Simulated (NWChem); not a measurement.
**Correlation energy of C2H5**

```xyz
7

C      0.7867    -0.1113    -0.0178
C     -0.6856     0.1015    -0.0019
H      1.4789     0.7055     0.2024
H      1.2075    -1.1146    -0.1254
H     -1.1253    -0.0998     0.9991
H     -0.9585     1.1391    -0.2556
H     -1.2094    -0.5719    -0.7022
```
Charge 0, spin multiplicity 2.

All runs are NWChem calculations. The geometry was optimised at UB3LYP/def2-SVP, a minimum by its harmonic frequencies.

Basis set: def2-SVP. Each correlation energy counts from its own Hartree-Fock reference.

The correlated methods keep 2 core orbitals frozen. The structure started from a generated list of species. No SCF solution was tested for a lower state. Open-shell Hartree-Fock references start from PBE0 orbitals. No row is a measurement; the coupled-cluster row has its own basis-set and correlation limits.

Task: For the correlation energy, CCSD[T] on ROHF gives -315.8 mHa and CCSD(T) on UHF gives -311.0 mHa. What do SCS-UMP2, CCSD on UHF give?

Result: SCS-UMP2: -272.8 mHa; CCSD on UHF: -303.7 mHa.
